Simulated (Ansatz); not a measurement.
fcc Ca was calculated with PBE (Ansatz, a quantum-chemistry and plane-wave program, plane waves, PAW).

Run with plane-wave cutoff 520 eV, 18×18×18 k mesh, Fermi–Dirac smearing 0.05 eV, scalar-relativistic PAW data made under PBE.

Energies at three volumes about the minimum:

```tsv
V (Å³/atom)	E − E_lowest (meV/atom)
41.343	0.96
42.187	0.00
43.031	0.87
```

Task: Fit a parabola by hand: where is the minimum, what lattice constant follows, and what is the bulk modulus?

Result: Slopes: (0.00 − 0.96)/(42.187 − 41.343) = -1.137 and (0.87 − 0.00)/(43.031 − 42.187) = 1.031 meV/Å³. Curvature E″ = 2 × (1.031 − (-1.137))/(43.031 − 41.343) = 2.569 meV/Å⁶. From the middle of the first interval, the slope vanishes at V0 = 41.7650 − (-1.137)/2.569 = 42.208 Å³/atom. B = V0 E″ = 42.208 × 2.569 meV/Å³ × 0.1602 GPa per meV/Å³ = 17.4 GPa. With 4 atoms in the cube, a = (4 × 42.208)^(1/3) = 5.527 Å. The full Birch–Murnaghan fit to all volumes gives V0 = 42.196 Å³/atom and B0 = 17.4 GPa.

Measured, for comparison: bulk modulus 18.6 GPa (corrected for temperature and zero-point phonon effects, sources range from 15.9 to 18.7; as tabulated in Levämäki et al. (2014), arXiv:1402.3671); lattice constant a 5.553 Å (low-temperature or extrapolated to 0 K; zero-point anharmonic expansion removed; as tabulated in Csonka et al. (2009), arXiv:0903.4037). Computed less measured: bulk modulus -6 % (inside the range of the sources held).
